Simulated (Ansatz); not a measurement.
Geometry optimisation, RKS PBE/def2-SVP (Ansatz 0.2.0).

input.yaml

```yaml
crystal:
  periodic: [false, false, false]
  atoms:
    - { symbol: C, position_ang: [-1.5927, 0.6623, 1.0568] }
    - { symbol: S, position_ang: [0.0563, 1.233, 0.7299] }
    - { symbol: C, position_ang: [-0.32902, 3.00038, 0.4709] }
    - { symbol: C, position_ang: [-0.91755, 3.23705, -0.93056] }
    - { symbol: S, position_ang: [1.2555, 3.94981, 0.4938] }
    - { symbol: H, position_ang: [-2.059, 1.3306, 1.8511] }
    - { symbol: H, position_ang: [-1.6453, -0.3375, 1.3592] }
    - { symbol: H, position_ang: [-2.2192, 0.8655, 0.147] }
    - { symbol: H, position_ang: [-0.92148, 3.33289, 1.24652] }
    - { symbol: H, position_ang: [-1.17139, 4.26102, -1.08451] }
    - { symbol: H, position_ang: [-0.38635, 2.82251, -1.7404] }
    - { symbol: H, position_ang: [-1.93499, 2.70268, -0.95377] }
    - { symbol: H, position_ang: [1.90704, 3.09212, -0.26695] }
basis:
  gaussian: { orbitals: def2-SVP }
hamiltonian:
  xc: pbe
relax:
  f_tol: 0.015
  max_steps: 40
```

Run as:

```bash
$ ansatz run input.yaml --threads 2 --pin off --max-ram 3072MiB --backend cpu --events-out ev --progress --plain --runs-dir out
```

**Question.** Where does it end, and by what steps?

**Answer.** It converged. The force dipped under the threshold on the way, but the program's further checks kept it going. After 9 steps the energy has fallen by 0.611 eV; H8 moved furthest, 0.31 Å.

```tsv
step	energy less start (eV)	largest force component (eV/Å)	accepted
0	0.0000	3.798	yes
1	-0.5335	0.951	yes
2	-0.6001	0.307	yes
3	-0.6071	0.136	yes
4	-0.6099	0.033	yes
5	-0.6036	0.220	no
6	-0.6107	0.009	yes
7	-0.6113	0.027	yes
8	-0.6115	0.016	yes
9	-0.6115	0.003	yes
```

```xyz
13
Properties=species:S:1:pos:R:3
C -1.670 0.648 1.015
S 0.031 1.306 0.952
C -0.259 3.060 0.465
C -0.984 3.235 -0.864
S 1.375 3.897 0.508
H -2.308 1.233 1.709
H -1.582 -0.383 1.412
H -2.150 0.597 0.017
H -0.821 3.559 1.286
H -1.092 4.313 -1.104
H -0.419 2.745 -1.684
H -1.999 2.787 -0.832
H 1.919 3.155 -0.500
```

Run time: 13 s on 2 threads of Intel(R) Xeon(R) 6975P-C (Granite Rapids), with other jobs on the host, peak memory 0.18 GiB.
